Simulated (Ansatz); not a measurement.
## Match the barriers

Saddle point of CH5Al, singlet (CH₅Al ([CH3][AlH2]) → AlH + CH₄; bonds formed: C2–H3; bonds broken: Al1–C2, Al1–H3), PBE0-D4/def2-TZVP structure:

Al1  (-0.226, 1.208, 0.988)
C2  (0.207, -0.452, -0.464)
H3  (0.959, 1.034, -0.037)
H4  (-1.531, 0.472, 1.493)
H5  (1.061, -0.485, -1.141)
H6  (0.247, -1.314, 0.209)
H7  (-0.718, -0.462, -1.048)
(Å)

Ansatz 0.2.0; basis: def2-TZVPP, with def2-QZVPP for the basis limit; cores frozen in the correlated methods. Extrapolation: Hartree–Fock as exp(−7.88 √X), correlation as X^−2.97. Four methods, as single points on the PBE0-D4 structures, gave these electronic barriers from the start structure: 258.7, 291.9, 310.4, 388.0 kJ/mol.

Problem. The methods were, in alphabetical order, CCSD(T), HF, r2SCAN-D4, SPW92. Which gave which? (A judgement: the text doesn't fix the answer.)

Solution. Computed: SPW92 258.7; r2SCAN-D4 291.9; CCSD(T) 310.4; HF 388.0 kJ/mol. For comparison, CCSD(T) at an estimated basis limit (MP2 extrapolated from triple and quadruple zeta, plus CCSD(T) − MP2 in triple zeta) gives 310.9 kJ/mol.

The T1 diagnostic stays at or below 0.017. The restricted Hartree–Fock reference is unstable towards an unrestricted one at one or more of these structures. A large double-excitation amplitude points to some diradical character; no triplet was computed.

Labels in which every atom is bracketed show which atoms are joined, not bond orders.

For scale, one of the runs: CCSD(T)/def2-TZVPP, 143 basis functions, launched by `ansatz run in.yaml --threads 2 --pin off --events-out ev --progress --plain --max-ram 4352MiB`. The run took 13 s on 2 CPU threads of an Intel Xeon Platinum 8375C (shared host), with 0.79 GiB of host memory at its peak.
